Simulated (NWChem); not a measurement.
**H3NO (hydroxylamine): levels of theory compared**

Aim: a comparison of 4 runs (HF/STO-3G, HF/3-21G, B3LYP/6-31G*) of H3NO (hydroxylamine). 

Program for the calculation: NWChem 7.3.0.

2 further runs of the same task are left out: 2 set aside as unsound or not needed.

### Step 1. The structure to begin with

H3NO: 5 atoms, total charge 0, spin state singlet. SMILES: `NO`. The shape is that of a PBE0-D4/def2-TZVP optimisation. This is one conformer, not always the lowest.

Bond lengths: N1–O2 1.422 Å, N1–H3 1.016 Å, N1–H4 1.016 Å, O2–H5 0.960 Å. Angles: N1–O2–H5 102.8°, O2–N1–H3 104.5°, O2–N1–H4 104.5°, H3–N1–H4 106.0°.

### Step 2. Energy and forces at HF/STO-3G (run 1)

run.py

```python
from ase import Atoms
from ase.calculators.nwchem import NWChem

mol = Atoms('NOHHH', positions=[
    [-0.165120, -0.361290, -0.321170],
    [0.364460, 0.666040, 0.508060],
    [-0.162690, -1.190020, 0.266770],
    [-1.141650, -0.109840, -0.446210],
    [1.105010, 0.995100, -0.007440],
])

calc = NWChem(
    label='test',
    theory='scf',
    memory='2200 mb',
    basis='STO-3G',
    basispar='spherical bse',
    scf={'nopen': '0', 'rhf': None, 'thresh': '1e-08', 'maxiter': '80'},
)
mol.calc = calc

forces = mol.get_forces()
e = mol.get_potential_energy()
print(f"E = {e:.6f} eV")
print("forces (eV/A):")
for s, f in zip(mol.symbols, forces):
    print(f"{s:2s} {f[0]:10.5f} {f[1]:10.5f} {f[2]:10.5f}")
print("dipole (e A):", mol.get_dipole_moment().round(4))
```

The run is started by

```sh
$ export ASE_NWCHEM_COMMAND="nwchem PREFIX.nwi > PREFIX.nwo"
$ python run.py
```

Log:

```text
E = -3517.341805 eV
forces (eV/A):
N     1.66669    0.97229   -0.81478
O    -1.76594   -0.60344    1.50338
H    -0.21109   -1.20934    0.79843
H    -1.45108    0.16023   -0.10511
H     1.76146    0.68026   -1.38187
dipole (e A): [-0.0607 -0.0522  0.005 ]
```

The calculator wrote test.nwi:

```
title "test"

permanent_dir test

scratch_dir test

start test

geometry units angstrom nocenter noautosym noautoz
  N  -1.6511999999999999e-01 -3.6129000000000000e-01 -3.2117000000000001e-01
  O  3.6446000000000001e-01 6.6603999999999997e-01 5.0805999999999996e-01
  H  -1.6269000000000000e-01 -1.1900200000000001e+00 2.6677000000000001e-01
  H  -1.1416500000000001e+00 -1.0983999999999999e-01 -4.4621000000000000e-01
  H  1.1050100000000000e+00 9.9509999999999998e-01 -7.4400000000000004e-03
end

memory 2200 mb

basis spherical bse noprint
   * library STO-3G
end

scf
  nopen 0
  rhf
  thresh 1e-08
  maxiter 80
end

task scf gradient
```

test.nwo:

```text
Northwest Computational Chemistry Package (NWChem) 7.3.0
             --------------------------------------------------------

           Job information
           ---------------

    nwchem branch   = 7.3.0
    use scalapack   = T
    input           = test.nwi
    prefix          = test.
    data base       = test/test.db
    status          = startup
    nproc           =        1

           Memory information
           ------------------

[... 5 lines left out ...]
    hardfail = no
[... 124 lines left out ...]
         Quadratically convergent ROHF
[... 14 lines left out ...]
       Final RHF  results
[... 4 lines left out ...]
      Two-electron energy =     87.952733690324
[... 22 lines left out ...]
                       ROHF Final Molecular Orbital Analysis
[... 150 lines left out ...]
                 ----------------------------------------
                 |  Time  |  1-e(secs)   |  2-e(secs)   |
                 ----------------------------------------
                 |  CPU   |       0.00   |       0.04   |
                 ----------------------------------------
                 |  WALL  |       0.00   |       0.04   |
                 ----------------------------------------

 Task  times  cpu:        0.2s     wall:        0.2s
 Total times  cpu:        0.3s     wall:        0.3s
```

Run time: 1.4 s. Hardware: 1 thread of Intel Xeon Platinum 8259CL at 2.50GHz (Skylake/Cascade Lake), shared host; peak memory 0.1 GiB.

### Step 3. Energy and forces at HF/3-21G (run 2)

calc.nw

```
start calc
title "H3NO"
memory stack 880 mb heap 220 mb global 1100 mb
geometry units angstroms noautosym nocenter noautoz
   N     -0.165120    -0.361290    -0.321170
   O      0.364460     0.666040     0.508060
   H     -0.162690    -1.190020     0.266770
   H     -1.141650    -0.109840    -0.446210
   H      1.105010     0.995100    -0.007440
end
basis spherical bse
   N library 3-21G
   O library 3-21G
   H library 3-21G
end
scf
   thresh 1e-08
   maxiter 80
   noprint "final vectors analysis"
end
task scf gradient
```

The run is started by

```sh
$ nwchem calc.nw > calc.out
```

Log:

```text
[...]
  functions       =    24
[...]
  wavefunction    = RHF
[...]
         Total SCF energy =   -130.254411188188
      One-electron energy =   -257.235841540409
      Two-electron energy =     87.387761090685
 Nuclear repulsion energy =     39.593669261536
        Time for solution =      0.3s
[...]
                         RHF ENERGY GRADIENTS
    atom               coordinates                        gradient
                 x          y          z           x          y          z
   1 N      -0.312032  -0.682739  -0.606923    0.027502   0.031617   0.010136
   2 O       0.688730   1.258633   0.960094   -0.012618  -0.023567  -0.018391
   3 H      -0.307440  -2.248812   0.504122   -0.004012  -0.001984   0.004729
   4 H      -2.157406  -0.207568  -0.843215   -0.005206  -0.000694   0.003872
   5 H       2.088166   1.880466  -0.014060   -0.005665  -0.005372  -0.000346
[...]
```

Run time: 0.9 s. Hardware: 1 thread of Intel Xeon Platinum 8259CL at 2.50GHz (Skylake/Cascade Lake), shared host; peak memory 0.1 GiB.

Run 3 isn't shown in full; the table further down has it.

### Step 4. Energy and forces at B3LYP/6-31G(d) (Cartesian functions) (run 4)

sp.nw

```
start sp
memory total 2200 mb

geometry units atomic noautosym nocenter noautoz
  N   -0.31203158  -0.68273915  -0.60692334
  O    0.68872958   1.25863319   0.96009425
  H   -0.30743954  -2.24881188   0.50412224
  H   -2.15740583  -0.20756752  -0.84321469
  H    2.08816626   1.88046647  -0.01405956
end

basis cartesian
  * library 6-31G*
end

dft
  xc b3lyp
  mult 1
  grid xfine
  convergence energy 1e-08
  maxiter 100
  mulliken
  noprint "final vectors analysis"
end

task dft gradient
```

The run is started by

```sh
$ nwchem sp.nw > sp.out
```

Log:

```text
[...]
          Wavefunction type:  closed shell.
          No. of atoms     :     5
          No. of electrons :    18
[...]
          Charge           :     0
          Spin multiplicity:     1
[...]
          AO basis - number of functions:    36
[...]
              XC Information
              --------------
                         B3LYP Method XC Potential
                     Hartree-Fock (Exact) Exchange  0.200
                        Slater Exchange Functional  0.800 local
                    Becke 1988 Exchange Functional  0.720 non-local
              Lee-Yang-Parr Correlation Functional  0.810
                  VWN I RPA Correlation Functional  0.190 local
[...]
 d= 0,ls=0.0,diis     1   -131.6727349374 -1.71D+02  1.79D-02  3.42D-01     1.1
[...]
 d= 0,ls=0.0,diis     8   -131.7044397889 -8.49D-10  1.89D-06  1.06D-08     7.4
         Total DFT energy =     -131.704439788905
      One electron energy =     -258.301784213960
           Coulomb energy =      103.610635007976
    Exchange-Corr. energy =      -16.606957038419
 Nuclear repulsion energy =       39.593666455500
[...]
  wavefunction    = closed shell
                         DFT ENERGY GRADIENTS
    atom               coordinates                        gradient
                 x          y          z           x          y          z
   1 N      -0.312032  -0.682739  -0.606923   -0.001826   0.006173   0.011846
   2 O       0.688730   1.258633   0.960094    0.003200  -0.005744  -0.013080
   3 H      -0.307440  -2.248812   0.504122    0.000805   0.003187  -0.003410
   4 H      -2.157406  -0.207568  -0.843215    0.004571  -0.000997  -0.000656
   5 H       2.088166   1.880466  -0.014060   -0.006750  -0.002619   0.005301
[...]
```

Wall time 10 s (1 thread of Intel Xeon Platinum 8259CL at 2.50GHz (Skylake/Cascade Lake), shared host); peak memory 0.12 GiB.

### Step 5. The series

```
run                               level  iteration cap  module  energy (Eh)  dipole moment (D)  largest force (eV/Å)  wall time
  1                           HF/STO-3G             80     scf  -129.259928               0.39                 2.396      1.4 s
  2                            HF/3-21G             80     scf  -130.254411               0.77                 2.217      0.9 s
  3  B3LYP/6-31G* (spherical functions)            100     dft  -131.701405               0.56                 0.730        9 s
  4  B3LYP/6-31G* (Cartesian functions)            100     dft  -131.704440               0.56                 0.753       10 s
```

### Step 6. Results

| quantity | value |
| --- | --- |
| run 4: total energy | -131.70444 Eh |
| run 4: dipole moment | 0.56 D |
| run 4: largest force on an atom | 0.753 eV/Å |

The dipole moment (its size) runs from 0.39 D (HF/STO-3G) to 0.77 D (HF/3-21G). In run 1 the basis is minimal, so the values are rough. All runs together took 22 s, the longest 10 s.
